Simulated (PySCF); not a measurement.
MgB⁺ at RHF-CCSD(T)

Computed with RHF-CCSD(T); basis Mg def2-SVPD, B def2-SVPD; no relativity; PySCF 2.14.

* state: ¹Σ⁺ (singlet), closed shell
* bond length: 2.612 Å
* harmonic wavenumber: 320 cm⁻¹
* force constant: 0.454 mdyn/Å
* rotational constant Be: 0.3275 cm⁻¹
* anharmonicity ωexe: 1.96 cm⁻¹
* vibration–rotation constant αe: 0.00354 cm⁻¹
* well depth De to Mg⁺ + B: 1.52 eV
* dissociation energy D0: 1.50 eV

Correlated steps freeze 2 core orbitals. Correlated levels converge slowly with the basis: in double zeta they bind strong bonds too weakly, by up to about 1 eV, and carry superposition errors of some tenths. For an ion De counts to the pair picked by the measured ionisation energies or electron affinities, which need not be the lowest pair at this level. Where the molecule has an RHF reference, its open-shell atoms are computed with UHF. The CCSD T1 diagnostic is raised, a sign that a single reference may not be enough here.
